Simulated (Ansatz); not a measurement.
Ansatz (a first-principles code) input (B3LYP/3-21G): The .json file is the Basis Set Exchange's 3-21G.

Ansatz 0.2 input:
```yaml
crystal:
  periodic: [false, false, false]
  atoms:
    - {symbol: O, position_ang: [-0.01575076, 0.07347674, 1.18707993]}
    - {symbol: C, position_ang: [-0.00126433, 1.11753845, 0.36818709]}
    - {symbol: C, position_ang: [-0.00843004, -1.04295283, 0.36965169]}
    - {symbol: C, position_ang: [0.01530910, 0.78915281, -0.94253072]}
    - {symbol: C, position_ang: [0.01032913, -0.65389182, -0.92716625]}
    - {symbol: H, position_ang: [-0.01836279, -1.99159424, 0.87398983]}
    - {symbol: H, position_ang: [0.02892908, 1.44704524, -1.79191591]}
    - {symbol: H, position_ang: [0.01977666, -1.30234448, -1.78756417]}
basis:
  gaussian:
    orbitals: 3-21G.json
hamiltonian:
  xc: {name: B3LYP}
magnetization: {spin_polarized: true, initial_magnetization: 1}
output: {forces: true}
```

**Question.** Predict the final energy.

**Answer.** -228.05014 Eh.
